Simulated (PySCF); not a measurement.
## Which determinant of LiMg⁺ lies lowest?

Unrestricted PBE0; basis Li pcseg-2, Mg pcseg-2; no relativity; PySCF 2.14. Outer shells of the fragments: Li+ closed shells only; Mg 3s2.

Followed along the bond (rough minima from three points):

```tsv
2Ms+1	unpaired	⟨S²⟩ at the start	R at minimum (Å)	Te (eV)
1	none	0.00	2.88	0.00
3	σ ↑↑	2.00	none in the scan	≤ 2.02
```

Solutions found at the starting distance of 2.740 Å, counted from the lowest of them; the search is not exhaustive and high or unbound solutions are not listed, so other states can lie among these:

```csv
2Ms+1,unpaired,term,E (eV),⟨S²⟩,⟨Lz²⟩,μ (D)
1,none,¹Σ⁺,0.00,0.00,0.00,-4.65
3,σ ↑↑,³Σ⁺,2.32,2.00,0.00,-5.99
3,"σ ↑, π ↑",³Π,3.12,2.00,1.00,-4.36
1,"σ ↑, π ↓",mixed,3.74,1.00,1.00,-4.00
```

A term symbol is given only where ⟨S²⟩ and ⟨Lz²⟩ are close to those of a pure state; real π, δ and φ orbitals otherwise mix terms. A positive dipole points towards Mg; it is taken about the centre of mass and depends on that origin.

Counting both spins, an empty level lies below a filled one in some of these solutions, because spin and occupation are held.
